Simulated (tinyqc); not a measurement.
Ways to converge the cycle: SCF convergence aids in the sto-3g basis, for H2O, spin multiplicity 3. Computed by the program tinyqc with PySCF. UHF with one setting changed at a time; a run stops when the energy changes by less than 1e-09 hartree and the error matrix is below 1e-5. The start is random orbitals. Damping d keeps d of the old density; a shift (hartree) raises the virtual levels; DIIS n extrapolates F over n matrices.

Geometry (angstrom):
```
atom,x,y,z
O,0.0000,0.0000,0.0000
H,0.0000,1.0030,0.7660
H,0.0000,-1.0030,0.7660
```

lowest solution found by these runs and by PySCF with stability checks = -74.720684 hartree

Largest element of the error matrix X^T (FDS - SDF) X:
```
iteration,plain,damping 0.3,damping 0.6,shift 0.4,DIIS 3,DIIS 8
1,6.7e+00,6.7e+00,6.7e+00,6.7e+00,6.7e+00,6.7e+00
2,2.6e-01,2.0e+00,4.0e+00,2.4e-01,2.6e-01,2.6e-01
3,6.3e-02,6.4e-01,2.4e+00,1.5e-01,6.5e-02,6.5e-02
4,5.6e-02,2.0e-01,1.5e+00,8.1e-02,5.7e-02,5.7e-02
5,4.7e-02,6.6e-02,8.9e-01,4.7e-02,3.7e-02,3.7e-02
6,3.9e-02,4.2e-02,5.4e-01,3.6e-02,2.9e-02,2.9e-02
8,3.2e-02,3.5e-02,2.0e-01,3.0e-02,2.6e-02,2.6e-02
10,3.0e-02,2.9e-02,7.6e-02,2.6e-02,9.7e-03,9.1e-03
14,2.5e-02,2.9e-02,3.1e-02,2.5e-02,1.2e-03,1.2e-03
20,1.6e-02,2.7e-02,2.7e-02,2.8e-02,2.7e-04,4.9e-05
30,6.0e-03,1.8e-02,2.9e-02,2.4e-02,1.8e-05,-
45,1.2e-03,6.9e-03,2.3e-02,1.1e-02,-,-
60,2.4e-04,2.3e-03,1.5e-02,4.4e-03,-,-
```

How each run ends:
```
run,iterations,E (hartree),state
plain,>60,-74.72068,"falls steadily but slowly, by a factor of about 0.90 a step"
damping 0.3,>60,-74.72046,"falls steadily but slowly, by a factor of about 0.93 a step"
damping 0.6,>60,-74.71465,"falls steadily but slowly, by a factor of about 0.97 a step"
shift 0.4,>60,-74.71984,"falls steadily but slowly, by a factor of about 0.94 a step"
DIIS 3,38,-74.72068,lowest found
DIIS 8,25,-74.72068,lowest found
```

What does the comparison show, and why?

2 of 6 runs reach the lowest solution found, in 25 to 38 iterations (fastest: DIIS 8). Not converged: plain, damping 0.3, damping 0.6, shift 0.4. DIIS 3 and DIIS 8 gain by cancelling the error over several earlier matrices, much as a quasi-Newton step does.
